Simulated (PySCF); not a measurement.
Molecule: SMILES C#CC(C)(C)O, C₅H₈O.

Molfile (atoms numbered from 1):
```
C5H8O
     RDKit          3D

 14 13  0  0  0  0  0  0  0  0999 V2000
    2.4046    0.6449   -0.4435 C   0  0  0  0  0  0  0  0  0  0  0  0
    1.2595    0.3969   -0.1358 C   0  0  0  0  0  0  0  0  0  0  0  0
   -0.1504    0.1356    0.2197 C   0  0  0  0  0  0  0  0  0  0  0  0
   -1.0052    0.1512   -1.0508 C   0  0  0  0  0  0  0  0  0  0  0  0
   -0.2712   -1.1988    0.9473 C   0  0  0  0  0  0  0  0  0  0  0  0
   -0.6087    1.1143    1.1330 O   0  0  0  0  0  0  0  0  0  0  0  0
    3.4232    0.8620   -0.7074 H   0  0  0  0  0  0  0  0  0  0  0  0
   -0.9241    1.1252   -1.5575 H   0  0  0  0  0  0  0  0  0  0  0  0
   -0.6855   -0.6266   -1.7594 H   0  0  0  0  0  0  0  0  0  0  0  0
   -2.0575   -0.0176   -0.7788 H   0  0  0  0  0  0  0  0  0  0  0  0
   -1.3242   -1.3642    1.2185 H   0  0  0  0  0  0  0  0  0  0  0  0
    0.0746   -2.0263    0.3131 H   0  0  0  0  0  0  0  0  0  0  0  0
    0.3276   -1.1757    1.8678 H   0  0  0  0  0  0  0  0  0  0  0  0
   -0.4627    1.9791    0.7335 H   0  0  0  0  0  0  0  0  0  0  0  0
  1  2  3  0
  2  3  1  0
  3  4  1  0
  3  5  1  0
  3  6  1  0
  1  7  1  0
  4  8  1  0
  4  9  1  0
  4 10  1  0
  5 11  1  0
  5 12  1  0
  5 13  1  0
  6 14  1  0
M  END
```

Spin–spin couplings on one PBE0-D3(BJ)/def2-SVP geometry, PySCF, gas phase, non-relativistic, equivalent pairs averaged (without the spin–dipole term); isotopes $^{13}$C, $^{1}$H; basis pcJ-1.

Reference values (Hz): $^{1}J$(C1,H7) = 253.0 (measured; liquid or solution (compiled); San Fabian, Garcia de la Vega, Suardiaz et al., Magn. Reson. Chem. 2013, 51, 775 (SI)).

**Question.** How do the couplings (Hz) change with the functional? Times are CPU seconds on shared hosts with different chips, so compare them loosely.

**Answer.** 
```tsv
functional	functions	$^{1}J$(C1,H7)	abs. error	core-s
LDA	242	216.5	36.5	32
PBE	242	250.7	2.3	45
KT2	242	275.7	22.7	48
B3LYP	242	271.8	18.8	36
PBE0	242	257.5	4.5	52
B97-2	242	247.3	5.7	52
BHandHLYP	242	289.4	36.4	45
CAM-B3LYP	242	267.6	14.6	70
```

Errors compare magnitudes, without vibrational corrections. Closest: PBE; furthest: LDA. Left out for a near triplet instability: HF/pcJ-1.
